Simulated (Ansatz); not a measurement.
**quartet NH2: levels of theory compared**

Wanted: a comparison of 6 runs (UHF/6-31G*, UB3LYP/6-31G*, RPA@PBE/3-21G, UMP2/3-21G, UMP2/6-31G*, UCCSDT/3-21G) of quartet NH2. 

The results are computed with Ansatz 0.2.0.

48 further runs of the same task are left out: 48 set aside as unsound or not needed.

## (1) The system as given

NH2: 3 atoms, total charge 0, spin state quartet. As SMILES of the parent species, `[NH2]`. The coordinates come from a GFN2-xTB relaxation. That shape belongs to the parent species and isn't relaxed for this state.

Bond lengths: N1–H2 1.014 Å, N1–H3 1.014 Å. Angles: H2–N1–H3 110.0°.

## (2) A single-point energy at UHF/6-31G(d) (spherical functions) (run 1)

in.yaml reads:

```yaml
crystal:
  periodic: [false, false, false]
  atoms:
    - symbol: "N"
      position_ang: [0.307180, -0.182210, 0.151440]
    - symbol: H
      position_ang: [0.155580, 0.820260, 0.174790]
    - symbol: H
      position_ang: [-0.462760, -0.638040, -0.326220]
basis:
  gaussian: {orbitals: 6-31G_st_-spherical.json}
magnetization: {spin_polarized: true, initial_magnetization: 3}
hamiltonian: {xc: hf}
accuracy: high
```

The basis set 6-31G* is read from a file made from the Basis Set Exchange's data (not shown).

Launch:

```
ansatz run in.yaml --threads 1 --pin off --max-ram 2610MiB --events-out events.jsonl --progress --plain --runs-dir runs
```

Standard output:

```text
Warning: RAYON_NUM_THREADS=1 ignored (pool sized by the plan → 1); use --threads N
Functional definition: HF
  name "HF"
  exchange = exact_x
  correlation = 0
330 factors; integrals over basis functions are off by at most 4.2e-9 eV
mean field evaluation 1: about -1503.5501 eV, gradient 9.6e0 eV
mean field evaluation 2: about -1503.5519 eV, gradient 9.6e0 eV
mean field evaluation 4: about -1504.1587 eV, gradient 1.0e0 eV
mean field evaluation 8: about -1504.1688 eV, gradient 9.9e-3 eV
mean field evaluation 16: about -1499.6367 eV, gradient 1.9e1 eV
mean field evaluation 32: about -1503.8503 eV, gradient 1.4e0 eV
mean field -1504.16883975 eV, -55.2771852984 hartree, gradient 1.9e-8 eV, S^2 3.756080; 0 other end points of the search recorded, 0 dependent functions left out
reference -1504.16883975 eV, -55.2771852984 hartree; 6, 3 occupied and 12, 15 virtual orbitals, 330 factors
Total energy: -1504.16883975 eV, -55.2771852984 hartree
```

Run time: 0.12 s. Hardware: 1 thread of Arm Neoverse V1, shared host.

## (3) A single-point energy at UB3LYP/6-31G(d) (spherical functions) (run 2)

input.yaml reads:

```yaml
crystal:
  periodic: [false, false, false]
  atoms:
    - symbol: "N"
      position_ang: [0.307180, -0.182210, 0.151440]
    - symbol: H
      position_ang: [0.155580, 0.820260, 0.174790]
    - symbol: H
      position_ang: [-0.462760, -0.638040, -0.326220]
basis:
  gaussian: {orbitals: 6-31G_st_-spherical.json}
accuracy: high
magnetization: {spin_polarized: true, initial_magnetization: 3}
hamiltonian: {xc: {name: B3LYP}}
```

The basis set 6-31G* is read from a file made from the Basis Set Exchange's data (not shown).

Launch:

```
ansatz run input.yaml --threads 1 --pin off --max-ram 2610MiB --events-out events.jsonl --progress --plain --runs-dir runs
```

Standard output:

```text
Warning: RAYON_NUM_THREADS=1 ignored (pool sized by the plan → 1); use --threads N
Functional definition: B3LYP
  name "B3LYP"
  parameter a0 = 0.2
  parameter ax = 0.72
  parameter ac = 0.81
  exchange = (1 - a0 - ax)*slater_x + ax*b88_x + a0*exact_x
  correlation = (1 - ac)*vwn_rpa_c + ac*lyp_c
330 factors; integrals over basis functions are off by at most 4.2e-9 eV
mean field evaluation 1: about -1511.6197 eV, gradient 9.7e0 eV
mean field evaluation 2: about -1511.8829 eV, gradient 5.9e0 eV
mean field evaluation 4: about -1512.0396 eV, gradient 2.5e-1 eV
mean field evaluation 8: about -1512.0383 eV, gradient 1.7e-3 eV
mean field evaluation 16: about -1512.0383 eV, gradient 6.3e-8 eV
mean field -1512.03828360 eV, -55.5663820259 hartree, gradient 6.3e-8 eV, S^2 3.751804; 0 other end points of the search recorded, 0 dependent functions left out
reference -1512.03830740 eV, -55.5663829005 hartree; 6, 3 occupied and 12, 15 virtual orbitals, 330 factors
Total energy: -1512.03830740 eV, -55.5663829005 hartree
```

Run time: 0.7 s. Hardware: 1 thread of Arm Neoverse V1, shared host.

Runs 3 to 5 aren't shown in full; the table further down has their settings and results.

## (4) A single-point energy at UCCSDT/3-21G (run 6)

in.yaml reads:

```yaml
crystal:
  periodic: [false, false, false]
  atoms:
    - symbol: N
      position_ang: [0.307180, -0.182210, 0.151440]
    - symbol: H
      position_ang: [0.155580, 0.820260, 0.174790]
    - symbol: H
      position_ang: [-0.462760, -0.638040, -0.326220]
basis:
  gaussian:
    orbitals: 3-21G.json
magnetization:
  spin_polarized: true
  initial_magnetization: 3
correlation:
  method: ccsdt
  frozen_orbitals: {H: 0, "N": 1}
accuracy: high
scf:
  omitted_lower_state_checks: [cluster_reference, increment]
```

The basis set 3-21G is read from a file made from the Basis Set Exchange's data (not shown).

Launch:

```
ansatz run in.yaml --threads 1 --pin off --max-ram 2610MiB --events-out events.jsonl --progress --plain --runs-dir runs
```

Standard output:

```text
Warning: RAYON_NUM_THREADS=1 ignored (pool sized by the plan → 1); use --threads N
[... 12 lines left out ...]
1 core orbitals not correlated: weight in the atoms' cores, before any rotation towards them, 1.000 or more for the frozen orbitals, at most 0.000 for the correlated occupied ones
[... 29 lines left out ...]
Total energy: -1497.78101441 eV, -55.0424370472 hartree
Checks for a lower state left out: cluster_reference, increment
```

It took 0.89 s on 1 thread of Arm Neoverse V1, shared host.

## (5) All runs side by side

| run | level | frozen core orbitals | energy (Eh) | ⟨S²⟩ | wall time |
| --- | --- | --- | --- | --- | --- |
| 1 | UHF/6-31G* (spherical functions) | – | -55.277185 | 3.756 | 0.12 s |
| 2 | UB3LYP/6-31G* (spherical functions) | – | -55.566383 | 3.752 | 0.7 s |
| 3 | RPA@PBE/3-21G | 1 | -55.100645 | 3.751 | 0.69 s |
| 4 | UMP2/3-21G | 1 | -55.026752 | 3.753 | 0.08 s |
| 5 | UMP2/6-31G* (spherical functions) | 1 | -55.381923 | 3.756 | 0.12 s |
| 6 | UCCSDT/3-21G | 1 | -55.042437 | 3.753 | 0.89 s |

## (6) Summary of results

| quantity | value |
| --- | --- |
| run 6: total energy | -55.04244 Eh |
| run 6: correlation energy (1 core orbital frozen) | -80.5 mEh |
| run 6: ⟨S²⟩ of the reference determinant | 3.753 |
| run 6: T1 diagnostic | 0.006 |

All runs together took 2.6 s, the longest 0.89 s.
